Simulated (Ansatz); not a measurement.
## HGe–GeH⁺, quartet in cc-pVDZ: errors against RCCSDTQ

Geometry: that of the HGe–GeH, triplet, kept fixed. The doublet lies 1.3 eV lower here.

```yaml
atoms:
  - { symbol: Ge, position_ang: [0.0000, -0.0625, 1.2017] }
  - { symbol: Ge, position_ang: [0.0000, 0.0625, -1.2017] }
  - { symbol: H, position_ang: [0.0000, 1.4524, 1.6545] }
  - { symbol: H, position_ang: [0.0000, -1.4524, -1.6545] }
```

Basis cc-pVDZ; Ansatz 0.2.0. Correlated methods freeze the noble-gas cores and the filled d shells of p-block atoms, which leaves 9 electrons in 36 orbitals. R marks a restricted (for open shells ROHF) determinant. Active spaces: valence = (9e, 10o) chosen from the atoms' valence shells. No spin–orbit coupling is included, and no scalar relativity.

Full CI isn't at hand for all of this; RCCSDTQ serves as the reference, and is uncertain by about the last step of the cluster series.

For open shells CISD is restricted-active-space CI with the open shells as a complete middle space.

- UHF ⟨S²⟩: 3.758
- T1 diagnostic (RCCSD): 0.0256
- largest doubles amplitude (RCCSD): 0.091

**Question.** From what is known of these methods and the diagnostics, rank them by the size of their error in total energy against RCCSDTQ in cc-pVDZ, smallest first (an estimate: the text doesn't fix the numbers).
A. CASSCF (valence space)
B. MRCISD+Q (valence space)
C. MRCISD (valence space)
D. NEVPT2 (valence space)
E. BCCD(T)

**Answer.** B (18 meV), E (57 meV), C (153 meV), D (675 meV), A (2510 meV).

All errors are against RCCSDTQ in cc-pVDZ. Within each family the higher level lies nearer, as is usual though not guaranteed.

Natural occupations of CASSCF (valence space) about the gap: 1.975 1.968 1.935 1.022 0.996 0.972 0.046 0.035 0.027 0.025; effectively unpaired electrons, Σ n²(2−n)², 3.04.
